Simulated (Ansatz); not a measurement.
# HAlB, quartet along the angle B1-Al2-H3

Starting geometry (PBE0/def2-TZVP stationary point for this spin, not checked as a minimum):

```json
{"atom": "B", "x (Å)": "0.0000", "y (Å)": "0.0000", "z (Å)": "1.8170"}
{"atom": "Al", "x (Å)": "0.0000", "y (Å)": "0.0000", "z (Å)": "-0.1200"}
{"atom": "H", "x (Å)": "0.0000", "y (Å)": "0.0000", "z (Å)": "-1.6970"}
```

From there the angle named below is changed in its plane at fixed bond lengths, both arms turning rigidly about the middle atom; atoms are numbered as listed. Energies are in kJ/mol, counted from the starting geometry at the same level.

Basis 6-31G; Ansatz 0.2.0. Only valence electrons are correlated (noble-gas cores frozen). Prefix R: restricted or restricted open-shell reference; prefix U: unrestricted. Active spaces: valence = (7e, 9o) chosen from the atoms' valence shells.

Runs in a small pair space aren't shown, since their orbitals change along the scan.

Full CI is exact within this basis and frozen core; it isn't the basis-set limit. The frozen core follows each run's orbitals, which can shift R against U totals by a few meV.

```csv
angle B1-Al2-H3 (°),full CI,unpaired electrons (full CI),error RHF,error UCCSD,error UCCSD(T),error RCCSDT,error RCCSDTQ,error CASSCF (valence space)
71.5,107.6,3.06,-1.5,1.3,0.2,-0.4,0.0,2.7
85.9,88.2,3.06,-12.9,0.0,0.0,-0.4,0.0,2.0
104.0,62.6,3.05,-16.1,-0.5,0.0,-0.4,0.0,1.0
119.6,41.5,3.05,-9.8,-0.4,0.0,-0.2,0.0,0.9
142.6,16.4,3.04,2.4,-0.2,0.0,0.0,0.0,0.8
157.7,5.8,3.04,2.4,0.0,0.0,0.0,0.0,0.4
180.0,0.0,3.04,0.0,0.0,0.0,0.0,0.0,0.0
```

Unpaired electrons are Σ n²(2−n)² over natural occupations. Errors are those of relative energies. In total energy the starting point itself misses full CI by: RHF 219.6, UCCSD 9.3, UCCSD(T) 3.2, RCCSDT 0.8, RCCSDTQ 0.0, CASSCF (valence space) 52.9 kJ/mol.

Spread of the error over the points with a reference, to 180.0 ° (largest less smallest): RCCSDTQ 0.0, UCCSD(T) 0.3, RCCSDT 0.4, UCCSD 1.9, CASSCF (valence space) 2.7, RHF 18.5 kJ/mol.
